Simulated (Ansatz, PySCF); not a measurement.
Potential energy curve for Na2, singlet.

- RCCSD = CCSD on RHF/cc-pVTZ, 2 core orbitals frozen in PySCF 2.14.0
- UKS-PBE = unrestricted PBE/cc-pVTZ (Ansatz, a quantum-chemistry and plane-wave program)
- UKS-M06-2X/6-31G* = unrestricted M06-2X/6-31G*, spherical d (PySCF)

Energies are in kcal/mol, each relative to the lowest point of its own curve near equilibrium.

```tsv
R / Å	RCCSD	UKS-PBE	UKS-M06-2X/6-31G*
2.49	7.0	6.0	4.4
2.66	3.6	2.7	1.8
2.77	1.9	1.4	0.8
2.90	0.6	0.4	0.1
2.99	0.1	0.1	0.0
3.10	0.0	0.0	0.1
3.16	0.1	0.1	0.3
3.26	0.4	0.3	0.7
3.43	1.4	1.1	1.7
3.56	2.3	2.0	2.6
3.84	4.7	4.3	4.7
4.17	7.8	7.3	7.3
4.65	11.7	11.1	10.7
5.06	14.3	13.5	13.2
5.63	16.7	15.7	15.8
6.20	18.0	16.8	17.7
6.83	18.8	17.3	20.6
7.55	19.2	17.4	20.5
8.38	19.4	17.5	20.4
9.35	19.5	17.5	20.4
```

At the longest distance, 9.35 Å, UKS-M06-2X/6-31G* lies highest above its minimum (20.4 kcal/mol) and UKS-PBE lowest (17.5 kcal/mol).

The unrestricted determinant behind UKS-PBE is spin-contaminated at 4.17 to 9.35 Å (<S²> up to 1.0, against 0.00 for a pure singlet). The unrestricted determinant behind UKS-M06-2X/6-31G* is spin-contaminated at 2.66 to 9.35 Å (<S²> up to 1.0, against 0.00 for a pure singlet).
